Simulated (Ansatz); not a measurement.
InP (zinc blende): values from a third-order Birch-Murnaghan fit to a volume scan beside measured ones. Computed values: r2SCAN (plane waves to 500 eV, PAW, scalar-relativistic; Ansatz, a quantum-chemistry and plane-wave program). InP was relaxed with its symmetry unable to fall.

```json
[
 {"quantity": "Lattice constant a (Å)", "reference": "5.858", "kind": "measured, corrected to the static lattice"},
 {"quantity": "Bulk modulus B₀ (GPa)", "reference": "72", "kind": "measured, corrected to the static lattice"}
]
```

References as given in: Daniel Mejia-Rodriguez, S. B. Trickey, Physical Review B (2018), arXiv:1807.09216.

### Question
Estimate the r2SCAN values and the sign and size of each difference.

### Answer
```csv
quantity,r2SCAN,difference
Lattice constant a (Å),5.907,+0.8 %
Bulk modulus B₀ (GPa),68.0,-5.6 %
```

r2SCAN overestimates the lattice constant a by 0.8 %. r2SCAN underestimates the bulk modulus B₀ by 5.6 %.

(Under strain, the slope of the energy per volume gives the stress and its curvature an elastic modulus.)
